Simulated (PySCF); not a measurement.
Bonds broken one at a time in the series In Cl-H. Gas-phase values, no solvent. Strings in code marks are SMILES.

The numbers are results of B3LYP-D3(BJ)/def2-TZVP (PySCF), not measurements. B3LYP has the VWN-RPA correlation part, as in Gaussian. 

```tsv
species	dipole moment (D)
whole molecule (`[Cl][In]([Cl])[Cl]`)	0.01
radical fragment (`[Cl]`)	0.00
radical fragment (`[In]([Cl])[Cl]`)	2.62
whole molecule (`[Cl][InH][Cl]`)	…
radical fragment (`[Cl][InH]`)	2.97
whole molecule (`[Cl][InH2]`)	2.92
radical fragment (`[InH2]`)	…
whole molecule (`[InH3]`)	0.00
```

Problem. Complete the blanks.

Solution. 
- whole molecule (`[Cl][InH][Cl]`), dipole moment (D): 2.59
- radical fragment (`[InH2]`), dipole moment (D): 0.54
